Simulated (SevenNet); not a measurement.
Litharge SnO

Method: the machine-learned potential SevenNet-l3i5 (trained on PBE and PBE+U data).

Cell (relaxed at this level):

```cif
data_O2Sn2
_chemical_formula_sum 'Sn2 O2'
_space_group_name_H-M_alt 'P 1'
_space_group_IT_number 1
_cell_length_a 3.87013
_cell_length_b 3.87013
_cell_length_c 5.04466
_cell_angle_alpha 90.000
_cell_angle_beta 90.000
_cell_angle_gamma 90.000
loop_
_space_group_symop_operation_xyz
  'x, y, z'
loop_
_atom_site_label
_atom_site_type_symbol
_atom_site_fract_x
_atom_site_fract_y
_atom_site_fract_z
_atom_site_occupancy
Sn1 Sn 0.50000 0.00000 0.76959 1
Sn2 Sn 0.00000 0.50000 0.23041 1
O1 O 0.50000 0.50000 0.00000 1
O2 O 0.00000 0.00000 0.00000 1
```

For litharge SnO, the equilibrium lattice constant a is 3.870 Å. The c axis length is 5.045 Å.

Measured, for comparison: lattice constant a 3.801 Å, lattice parameter c 4.835 Å (temperature not stated, not corrected to a static lattice; as tabulated in Electronic properties of the Sn1−xPbxO alloy and band alignment of the SnO/PbO …). Computed (rounded) less measured: lattice constant a +1.8 %, lattice parameter c +4.3 %.

A machine-learned potential is trained on density-functional data: it inherits that level's misses and adds fitting errors of its own.

Note: this model's volume lies 8 % above that of the starting cell (a measured, published or database cell).
